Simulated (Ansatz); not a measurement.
`C=CCCC` + HCl → `CCCCl` + `C=C`  (substitution at a C–C bond)

Gas-phase electronic energies from Ansatz, PBE0-D4/def2-TZVP geometries. CBS: MP2 limit from def2 TZ/QZ plus the TZ coupled-cluster correction, frozen cores. This one scheme is used for every species. Functionals use def2-TZVPP. One conformer a species, not always the lowest.

**Question.** Is it downhill or uphill in electronic energy at CCSD(T)/CBS, and by how much? (Estimate.)

**Answer.** Computed: Uphill: ΔE = +6.4 kcal/mol.

**Question.** What do these levels give: PBE-D4, revPBE-D4, r2SCAN-D4, B97M-V, PBE0-D4, r2SCANh-D4, r2SCAN0-D4, ωB97X-V, ωB97M-V, revPBE, r2SCANh, MP2/CBS(def2)? (An estimate is asked.)

**Answer.** Ansatz gave: PBE-D4 6.1, revPBE-D4 6.1, r2SCAN-D4 6.2, B97M-V 6.7, PBE0-D4 6.6, r2SCANh-D4 6.4, r2SCAN0-D4 6.6, ωB97X-V 6.0, ωB97M-V 6.1, revPBE 5.1, r2SCANh 6.2, MP2/CBS(def2) 6.8 kcal/mol.

Largest T1 diagnostic among the species: 0.011.

Leaving LDA and LC-ωPBE aside and taking each functional with its dispersion term where it has one, the values, not all of them listed here, spread over 1.9 kcal/mol, from BLYP-D4 to PBE-QIDH. LDA lies +2.2 kcal/mol from PBE without D4. At CCSD(T), def2-SVP lies +2.3 kcal/mol from the extrapolated value and def2-TZVPP +0.6 kcal/mol.
